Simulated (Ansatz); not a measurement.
# C3H8O2: the cost of one run

Computed with Ansatz 0.2.0 (the levels named in each step, unless a step's input says otherwise).

### 1 The starting structure

Bond lengths: C1–C2 1.525 Å, C2–O3 1.416 Å, C2–C4 1.537 Å, C4–O5 1.403 Å, C1–H6 1.089 Å, C1–H7 1.086 Å, C1–H8 1.087 Å, C2–H9 1.095 Å, O3–H10 0.965 Å, C4–H11 1.092 Å, C4–H12 1.104 Å, O5–H13 0.968 Å. Angles (14 of 20 angles, heavy atoms first): C1–C2–O3 112.0°, C1–C2–C4 111.7°, O3–C2–C4 109.1°, C2–C4–O5 111.2°, C1–C2–H9 110.3°, O3–C2–H9 104.5°, C4–C2–H9 108.9°, C2–C1–H6 110.3°, C2–C1–H7 110.2°, C2–C1–H8 110.0°, C2–O3–H10 108.4°, C2–C4–H11 110.7°, C2–C4–H12 109.0°, O5–C4–H11 107.2°.

Structure file:

```xyz
13

C    -1.8361   -0.5955   -0.0152
C    -0.4427   -0.1226    0.3838
O    -0.3742    1.2860    0.5058
C     0.6246   -0.5930   -0.6173
O     1.9048   -0.1688   -0.2296
H    -2.0876   -0.2324   -1.0111
H    -1.8772   -1.6807   -0.0216
H    -2.5722   -0.2189    0.6909
H    -0.1853   -0.4977    1.3800
H    -0.6995    1.6787   -0.3137
H     0.6491   -1.6831   -0.6715
H     0.3782   -0.1960   -1.6174
H     1.8104    0.7195    0.1426
```

### 2 A rough first relaxation, PBE-D4/def2-SVP

This run stands in another session on the same molecule. It ended at:

```xyz
13

C    -1.8390   -0.5755   -0.0192
C    -0.4314   -0.1517    0.3761
O    -0.3166    1.2722    0.5341
C     0.6549   -0.6102   -0.6044
O     1.9093   -0.1011   -0.2244
H    -2.1019   -0.1869   -1.0275
H    -1.9321   -1.6802   -0.0546
H    -2.5815   -0.1868    0.7049
H    -0.1780   -0.5581    1.3796
H    -0.6595    1.6713   -0.2903
H     0.7142   -1.7203   -0.6345
H     0.3527   -0.2782   -1.6375
H     1.7011    0.8012    0.1034
```

### 3 Relaxation, PBE0-D4/def2-TZVPP

This run stands in another session on the same molecule. It ended at:

```xyz
13

C    -1.8232   -0.5793   -0.0246
C    -0.4350   -0.1354    0.3768
O    -0.3471    1.2790    0.5175
C     0.6312   -0.6045   -0.5960
O     1.9042   -0.1486   -0.2223
H    -2.0836   -0.1923   -1.0150
H    -1.8884   -1.6684   -0.0671
H    -2.5632   -0.2186    0.6903
H    -0.1881   -0.5229    1.3693
H    -0.7313    1.6815   -0.2654
H     0.6655   -1.6965   -0.6227
H     0.3655   -0.2579   -1.6091
H     1.7857    0.7594    0.0741
```

### 4 Frequencies, PBE0-D4/def2-TZVPP

Input file input.yaml:

```yaml
crystal:
  periodic: [false, false, false]
  atoms:
    - { symbol: C, position_ang: [-1.82321194, -0.57930381, -0.02461841] }
    - { symbol: C, position_ang: [-0.43496195, -0.13537564, 0.37684622] }
    - { symbol: O, position_ang: [-0.34706539, 1.27902054, 0.51753742] }
    - { symbol: C, position_ang: [0.63116253, -0.60445522, -0.59603752] }
    - { symbol: O, position_ang: [1.90417823, -0.14861248, -0.22226602] }
    - { symbol: H, position_ang: [-2.08361962, -0.1923228, -1.01500259] }
    - { symbol: H, position_ang: [-1.8883598, -1.66841671, -0.06713218] }
    - { symbol: H, position_ang: [-2.56324413, -0.21856586, 0.69027329] }
    - { symbol: H, position_ang: [-0.18813977, -0.52291292, 1.36929402] }
    - { symbol: H, position_ang: [-0.73127737, 1.68153648, -0.26541643] }
    - { symbol: H, position_ang: [0.66551521, -1.696467, -0.62265597] }
    - { symbol: H, position_ang: [0.36551587, -0.25788635, -1.60905462] }
    - { symbol: H, position_ang: [1.78574812, 0.75936176, 0.07406279] }
basis:
  gaussian: { orbitals: def2-TZVPP }
hamiltonian:
  xc: pbe0
  dispersion: d4
phonons: {}
```

Launch:

```console
> ansatz run input.yaml --threads 4 --pin off --max-ram 10240MiB --backend cpu --events-out ev --progress --plain --runs-dir out
```

**Question.** How long does this run take on 4 threads of Arm Neoverse V2, shared host, and how much memory does it need?

About 4.4 min, with a peak of 0.75 GiB.
